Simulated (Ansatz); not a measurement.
Input file:

```yaml
crystal:
  periodic: [false, false, false]
  atoms:
    - {symbol: C, position_ang: [0.085895, -0.062150, 2.459116]}
    - {symbol: C, position_ang: [-0.078979, 0.303511, 1.289560]}
    - {symbol: Ga, position_ang: [-0.002359, -0.057967, -0.622774]}
    - {symbol: H, position_ang: [0.080750, 1.133710, -1.589920]}
basis:
  gaussian: {orbitals: cc-pVDZ}
magnetization: {spin_polarized: false, initial_magnetization: 2}
correlation: {method: ccsdt_q, electrons: outside_noble_gas}
```

```sh
$ ansatz run in.yaml --threads 1 --pin off --events-out ev --progress --plain --max-ram 2393MiB
```

Log:

```
1155 factors; integrals over basis functions are off by at most 1.3e-7 eV
mean field evaluation 1: about -54401.9811 eV, gradient 1.8e1 eV
mean field evaluation 2: about -54401.9894 eV, gradient 1.8e1 eV
mean field evaluation 4: about -54404.4906 eV, gradient 3.5e0 eV
mean field evaluation 8: about -54404.7635 eV, gradient 3.4e-1 eV
mean field evaluation 16: about -54404.7747 eV, gradient 1.3e-6 eV
mean field evaluation 32: about -54404.7747 eV, gradient 1.6e-2 eV
mean field evaluation 64: about -54404.7698 eV, gradient 3.2e-1 eV
mean field evaluation 96: about -54402.1307 eV, gradient 3.6e0 eV
mean field evaluation 128: about -54404.6770 eV, gradient 9.0e-1 eV
mean field evaluation 160: about -54402.3631 eV, gradient 2.3e0 eV
...
cycle  19  -8.55903738 eV  change   -3.3e-5 eV  update   3.1e-5
cycle  20  -8.55903574 eV  change    1.6e-6 eV  update   2.0e-5
cycle  21  -8.55904074 eV  change   -5.0e-6 eV  update   1.3e-5
cycle  22  -8.55904600 eV  change   -5.3e-6 eV  update   8.8e-6
cycle  23  -8.55903908 eV  change    6.9e-6 eV  update   6.6e-6
cycle  24  -8.55903905 eV  change    3.6e-8 eV  update   4.6e-6
cycle  25  -8.55904023 eV  change   -1.2e-6 eV  update   3.6e-6
cycle  26  -8.55904005 eV  change    1.8e-7 eV  update   2.8e-6
cycle  27  -8.55904175 eV  change   -1.7e-6 eV  update   1.9e-6
cycle  28  -8.55904227 eV  change   -5.2e-7 eV  update   1.4e-6
perturbative correction -0.04167571 eV, -0.0015315541 hartree
Total energy: -54413.37543335 eV, -1999.6546644651 hartree
```

Ran on 1 thread of Intel Xeon 6975P-C, shared host: 80 s wall, 0.82 GiB peak host memory.
